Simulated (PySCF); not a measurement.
chloroform (CHCl3), SMILES ClC(Cl)Cl.

Geometry optimised at PBE-D3(BJ)/def2-SVP.

Computed with PBE/def2-TZVPD (PySCF).

Computed frontier levels, gap, dipole moment and polarisability:
```
Quantity                                                                                                        Value
---------------------------------------------------------------------------------------------  ----------------------
highest occupied level                                                                                       -7.54 eV
lowest empty level                                                                                           -2.36 eV
orbital gap                                                                                                   5.19 eV
dipole moment                                                                                               0.215 e·Å
quadrupole, principal values (traceless, Buckingham form, about the centre of nuclear charge)  -0.99, -0.99, 1.98 D·Å
mean static polarisability                                                                       60.3 bohr³ (8.94 Å³)
polarisability, principal values                                                               47.0, 67.0, 67.0 bohr³
```
